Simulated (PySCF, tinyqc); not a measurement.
Inside a calculation. Method: coupled-perturbed Hartree-Fock on RHF in the sto-6g basis, for CH+, spin multiplicity 1. The lowest restricted solution is unstable here: a spin-polarised one lies 0.0133 hartree lower (PySCF). One step of it, computed by the program tinyqc.

Problem. Response to a field: uncoupled start. Field along z; U_ai = -mu_ai / (e_a - e_i), alpha = -4 sum U_ai mu_ai.

orbital energies (hartree): MO1 -11.763617, MO2 -1.105785, MO3 -0.744687, MO4 -0.234193, MO5 -0.234193, MO6 -0.139617

dipole integrals <a|z|i> (bohr), order a4, a5, a6:
$$\begin{pmatrix}
0.000000 & 0.000000 & 0.000000 \\
0.000000 & 0.000000 & 0.000000 \\
-0.056633 & 0.202012 & 1.453270
\end{pmatrix}$$

Give: uncoupled U; uncoupled polarisability.

Solution.

uncoupled U, order a4, a5, a6:
$$\begin{pmatrix}
0.0000 & 0.0000 & 0.0000 \\
0.0000 & 0.0000 & 0.0000 \\
0.0049 & -0.2091 & -2.4018
\end{pmatrix}$$

uncoupled polarisability = 14.1321 bohr^3
